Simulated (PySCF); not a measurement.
Species: C₂H (charge -1).
InChI=1S/C2H/c1-2/h1H/q-1

The calculation used PBE0-D3(BJ)/def2-SVP geometry optimisation, gas phase in PySCF 2.14.0.

Masses are those of the commonest isotopes; rigid-rotor values at the optimised geometry. 

**Question.** What are the moment of inertia and the rotational constant?

**Answer.** I = 12.191 u·Å², B = 505379 MHz·u·Å²/I = 41454 MHz (1.3828 cm⁻¹, or 1.989 K as hB/k).

**Question.** List the first levels of a rigid rotor in a Σ state.

**Answer.** E(J) = BJ(J+1): J = 1: 2.766, J = 2: 8.297, J = 3: 16.593, J = 4: 27.655, J = 5: 41.483, J = 6: 58.076 cm⁻¹.

**Question.** Where do the first rotational lines fall?

**Answer.** The dipole is 2.75 D (about the centre of mass, as the species is charged); J+1 ← J lies at 2B(J+1): 1 ← 0 at 82.91 GHz, 2 ← 1 at 165.82 GHz, 3 ← 2 at 248.73 GHz, 4 ← 3 at 331.63 GHz, 5 ← 4 at 414.54 GHz, 6 ← 5 at 497.45 GHz.

**Question.** Estimate the classical rotational partition function at 10 K, 50 K and 500 K.

**Answer.** Point group C∞v, symmetry number σ = 1; q = kT/(σhB), k/h = 20836.6 MHz/K: 5.0 at 10 K, 25.1 at 50 K, 251 at 500 K.

PBE0-D3(BJ)/def2-SVP frequencies: not computed here. The geometry's basis has no diffuse functions, a weakness for an anion. Zero-point vibration and centrifugal distortion are left out.

Hardware: one thread, Intel Xeon Platinum 8259CL at 2.50 GHz (x86_64), shared host with 96 logical CPUs at a one-minute load of 23. Cost: 2.8 s wall, 2.2 s CPU, 0.22 GiB resident at most. These figures are those of the optimisation.
